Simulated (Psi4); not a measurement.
Psi4 input (wB97X-D/6-31G*):

```
memory 1500 MB

molecule {
1 2
C     0.00913574    0.00173503   -1.20562697
C    -0.00077797   -0.00014775    0.10266711
H     0.02818759    0.94008178   -1.73766571
H    -0.00183081   -0.93507619   -1.74059173
O    -0.00956292   -0.00181616    1.26200208
symmetry c1
no_reorient
no_com
}

set {
  basis 6-31G*
  reference uks
  scf_type pk
  dft_radial_points 99
  dft_spherical_points 590
  e_convergence 1e-8
  d_convergence 1e-7
  maxiter 150
}

e = energy('wb97x-d')
print_out(f'\nFINAL {e:.10f} DIPOLE {variable("CURRENT DIPOLE")[0]:.6f} {variable("CURRENT DIPOLE")[1]:.6f} {variable("CURRENT DIPOLE")[2]:.6f}\n')
```

Output:

```
   => Loading Basis Set <=

    Name: 6-31G*
    Role: ORBITAL
    Keyword: BASIS
    atoms 1-2 entry C          line   111 file 6-31gs.gbs
    atoms 3-4 entry H          line    44 file 6-31gs.gbs
    atoms 5   entry O          line   145 file 6-31gs.gbs

   => WB97X-D: Empirical Dispersion <=

    Chai and Head-Gordon Dispersion Correction
    Chai, J.-D.; Head-Gordon, M. (2010), J. Chem. Phys., 132: 6615-6620

        s6 =       1.000000

         ---------------------------------------------------------
                                   SCF
               by Justin Turney, Rob Parrish, Andy Simmonett
                          and Daniel G. A. Smith
                              UKS Reference
         ---------------------------------------------------------

  ==> Geometry <==

    Molecular point group: c1
    Full point group: C1

    Geometry (in Angstrom), charge = 1, multiplicity = 2:

       Center              X                  Y                   Z               Mass
    ------------   -----------------  -----------------  -----------------  -----------------
         C            0.009135740000     0.001735030000    -1.205626970000    12.000000000000
         C           -0.000777970000    -0.000147750000     0.102667110000    12.000000000000
         H            0.028187590000     0.940081780000    -1.737665710000     1.007825032230
         H           -0.001830810000    -0.935076190000    -1.740591730000     1.007825032230
         O           -0.009562920000    -0.001816160000     1.262002080000    15.994914619570

  Running in c1 symmetry.

  Rotational constants: A =      9.51159  B =      0.34303  C =      0.33109 [cm^-1]
  Rotational constants: A = 285150.40560  B =  10283.92745  C =   9925.94887 [MHz]
  Nuclear repulsion =   58.696239916943483

  Charge       = 1
  Multiplicity = 2
  Electrons    = 21
  Nalpha       = 11
  Nbeta        = 10

  ==> Algorithm <==

  SCF Algorithm Type is PK.
  DIIS enabled.
  MOM disabled.
  Fractional occupation disabled.
  Guess Type is SAD.
  Energy threshold   = 1.00e-08
  Density threshold  = 1.00e-07
  Integral threshold = 1.00e-12

  ==> Primary Basis <==

  Basis Set: 6-31G*
    Blend: 6-31G*
    Number of shells: 22
    Number of basis functions: 49
    Number of Cartesian functions: 49
    Spherical Harmonics?: false
    Max angular momentum: 2

  ==> DFT Potential <==

   => LibXC <=

    Version 7.1.2
    S. Lehtola, C. Steigemann, M. J. T. Oliveira, and M. A. L. Marques,  SoftwareX 7, 1–5 (2018) (10.1016/j.softx.2017.11.002)

   => Composite Functional: WB97X-D <=

    wB97X-D Hyb-GGA Exchange-Correlation Functional

    J.-D. Chai and M. Head-Gordon,  Phys. Chem. Chem. Phys. 10, 6615–6620 (2008) (10.1039/B810189B)

    Deriv               =              1
    GGA                 =           TRUE
    Meta                =          FALSE

    Exchange Hybrid     =           TRUE
    MP2 Hybrid          =          FALSE

   => Exchange-Correlation Functionals <=

    1.0000   wB97X-D range-separated functional

   => Exact (HF) Exchange <=

    0.7780            HF,LR [omega = 0.2000]
    0.2220               HF

   => LibXC Density Thresholds  <==

    XC_HYB_GGA_XC_WB97X_D:  1.00E-14

   => Molecular Quadrature <=

    Radial Scheme          =       TREUTLER
    Pruning Scheme         =           NONE
    Nuclear Scheme         =       TREUTLER

    Blocking Scheme        =         OCTREE
    BS radius alpha        =              1
    Pruning alpha          =              1
    Radial Points          =             99
    Spherical Points       =            590
    Total Points           =         276147
    Total Blocks           =           2061
    Max Points             =            256
    Max Functions          =             49
    Weights Tolerance      =       1.00E-15

  ==> Integral Setup <==

  Using in-core PK algorithm.
   Calculation information:
      Number of atoms:                   5
      Number of AO shells:              22
      Number of primitives:             53
      Number of atomic orbitals:        49
      Number of basis functions:        49

      Integral cutoff                 1.00e-12
      Number of threads:                 1

  Performing in-core PK
  Using 2252775 doubles for integral storage.
  We computed 31778 shell quartets total.
  Whereas there are 32131 unique shell quartets.

  Computing range-separated integrals for PK
  We computed 31778 wK shell quartets total.
  Whereas there are 32131 wK unique shell quartets.

  ==> DiskJK: Disk-Based J/K Matrices <==

    J tasked:                  Yes
    K tasked:                  Yes
    wK tasked:                 Yes
    Omega:               2.000E-01
    Schwarz Cutoff:          1E-12


  Cached 100.0% of DFT collocation blocks in 0.354 [GiB].

  Minimum eigenvalue in the overlap matrix is 2.0699053496E-03.
  Reciprocal condition number of the overlap matrix is 3.3552499599E-04.
    Using symmetric orthogonalization.

  ==> Pre-Iterations <==

  SCF Guess: Superposition of Atomic Densities via on-the-fly atomic UHF (no occupation information).

   -------------------------
    Irrep   Nso     Nmo
   -------------------------
     A         49      49
   -------------------------
    Total      49      49
   -------------------------

  ==> Iterations <==

                        Total Energy        Delta E     RMS |[F,P]|

   @UKS iter SAD:  -151.91386645606823   -1.51914e+02   0.00000e+00
   @UKS iter   1:  -152.14183994753810   -2.27973e-01   6.73170e-03 ADIIS/DIIS
   @UKS iter   2:  -152.09758568092707    4.42543e-02   1.04094e-02 ADIIS/DIIS
   @UKS iter   3:  -152.18845924543427   -9.08736e-02   1.21247e-03 ADIIS/DIIS
   @UKS iter   4:  -152.19008260780893   -1.62336e-03   4.25045e-04 ADIIS/DIIS
   @UKS iter   5:  -152.19036764396654   -2.85036e-04   8.76323e-05 DIIS
   @UKS iter   6:  -152.19039980673207   -3.21628e-05   3.92016e-05 DIIS
   @UKS iter   7:  -152.19040825879739   -8.45207e-06   1.78470e-05 DIIS
   @UKS iter   8:  -152.19041025902192   -2.00022e-06   8.23232e-06 DIIS
   @UKS iter   9:  -152.19041092939838   -6.70376e-07   2.51680e-06 DIIS
   @UKS iter  10:  -152.19041098984999   -6.04516e-08   6.66002e-07 DIIS
   @UKS iter  11:  -152.19041099293682   -3.08683e-09   2.07954e-07 DIIS
   @UKS iter  12:  -152.19041099320302   -2.66198e-10   6.65131e-08 DIIS
  Energy and wave function converged.

  ==> Post-Iterations <==

   Electrons on quadrature grid:
      Nalpha   =   10.9999999967 ; deviation = -3.299e-09
      Nbeta    =    9.9999999819 ; deviation = -1.813e-08
      Ntotal   =   20.9999999786 ; deviation = -2.143e-08

   @Spin Contamination Metric:   1.113452992E-02
   @S^2 Expected:                7.500000000E-01
   @S^2 Observed:                7.611345299E-01
   @S   Expected:                5.000000000E-01
   @S   Observed:                5.000000000E-01

    Orbital Energies [Eh]
    ---------------------

    Alpha Occupied:

       1A    -19.689206     2A    -10.759445     3A    -10.667319
       4A     -1.550434     5A     -1.231326     6A     -0.945669
       7A     -0.894651     8A     -0.892178     9A     -0.872195
      10A     -0.801187    11A     -0.678847

    Alpha Virtual:

      12A     -0.258921    13A     -0.183496    14A     -0.068717
      15A      0.005872    16A      0.038642    17A      0.124366
      18A      0.308441    19A      0.343712    20A      0.352578
      21A      0.419173    22A      0.431794    23A      0.584730
      24A      0.595648    25A      0.668396    26A      0.730170
      27A      0.791736    28A      0.824496    29A      0.878047
      30A      0.929269    31A      1.136226    32A      1.184684
      33A      1.242906    34A      1.412724    35A      1.419946
      36A      1.491330    37A      1.662056    38A      1.755507
      39A      1.778946    40A      1.925008    41A      1.942179
      42A      2.058105    43A      2.618088    44A      2.711610
      45A      2.711637    46A      2.955193    47A      3.859894
      48A      4.007976    49A      4.462464

    Beta Occupied:

       1A    -19.681154     2A    -10.760298     3A    -10.658433
       4A     -1.534796     5A     -1.196376     6A     -0.931570
       7A     -0.884186     8A     -0.882300     9A     -0.826227
      10A     -0.791271

    Beta Virtual:

      11A     -0.385124    12A     -0.256476    13A     -0.130493
      14A     -0.055932    15A      0.012214    16A      0.044666
      17A      0.130279    18A      0.330445    19A      0.342023
      20A      0.357351    21A      0.444316    22A      0.444687
      23A      0.590347    24A      0.600972    25A      0.673566
      26A      0.739602    27A      0.815514    28A      0.840742
      29A      0.882703    30A      0.934602    31A      1.165826
      32A      1.203250    33A      1.248478    34A      1.415156
      35A      1.461797    36A      1.497547    37A      1.685639
      38A      1.771574    39A      1.814201    40A      1.949431
      41A      1.980996    42A      2.070323    43A      2.638957
      44A      2.716066    45A      2.719965    46A      2.960729
      47A      3.888382    48A      4.026468    49A      4.469861

    Final Occupation by Irrep:
              A
    DOCC [    10 ]
    SOCC [     1 ]
    NA   [    11 ]
    NB   [    10 ]

  @UKS Final Energy:  -152.19041099320302

   => Energetics <=

    Nuclear Repulsion Energy =             58.6962399169434832
    One-Electron Energy =                -315.2820709704317323
    Two-Electron Energy =                 118.1225986562718475
    DFT Exchange-Correlation Energy =     -13.7267090528885554
    Empirical Dispersion Energy =          -0.0004695430980411
    VV10 Nonlocal Energy =                  0.0000000000000000
    Total Energy =                       -152.1904109932030167

  UHF NO Occupations:
  HONO-2 :    9  A 1.9993345
  HONO-1 :   10  A 1.9957538
  HONO-0 :   11  A 1.0000000
  LUNO+0 :   12  A 0.0042462
  LUNO+1 :   13  A 0.0006655
  LUNO+2 :   14  A 0.0003616
  LUNO+3 :   15  A 0.0001503

Computation Completed

Properties will be evaluated at   0.000000,   0.000000,   0.000000 [a0]

Properties computed using the SCF density matrix

 Multipole Moments:

 ------------------------------------------------------------------------------------
     Multipole            Electronic (a.u.)      Nuclear  (a.u.)        Total (a.u.)
 ------------------------------------------------------------------------------------

 L = 1.  Multiply by 2.5417464519 to convert [e a0] to [Debye]
 Dipole X            :          0.0105393            0.0000001            0.0105394
 Dipole Y            :          0.0020016           -0.0000000            0.0020016
 Dipole Z            :         -1.3908652            0.0000001           -1.3908652
 Magnitude           :                                                    1.3909065

 ------------------------------------------------------------------------------------

FINAL -152.1904109932 DIPOLE 0.010539 0.002002 -1.390865

*** Psi4 exiting successfully. Buy a developer a beer!
```

The dipole moment of an ion depends on the origin.

The geometry given is a B3LYP-D3(BJ)/def2-TZVP minimum of the species of charge 0 and multiplicity 1, not of this state.
